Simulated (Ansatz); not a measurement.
Two shapes of singlet CH2O2.

Shape 1:

```xyz
5

C    -0.0126   -0.3799   -0.0539
O    -0.0030   -0.3736    1.0519
O    -0.0154    0.6585   -0.9479
H    -0.0200   -1.2939   -0.6847
H    -0.0399    1.4150   -0.3451
```

Shape 2:

```xyz
5

C     0.0000   -0.3738   -0.0869
O     0.0000   -0.3334    1.0125
O     0.0000    0.6017   -0.8285
H     0.0000   -1.2301   -0.6440
H     0.0000    1.3272   -0.3065
```

Basis set: def2-TZVP (spherical functions). Correlated methods keep 3 orbitals frozen. Charge 0, multiplicity 1.

Computed with Ansatz (development build ahead of 0.2.0); each method stands on the lowest determinant of its kind that the runs found.

(1) Which shape is lower in energy, and by how much in each method?

Results:

(1)

```tsv
method	E(2) − E(1) (eV)
RHF	0.490
RHF-MP2	0.846
```

Shape 1 is lower. Caution: no unrestricted run beside it, a lower state can exist.
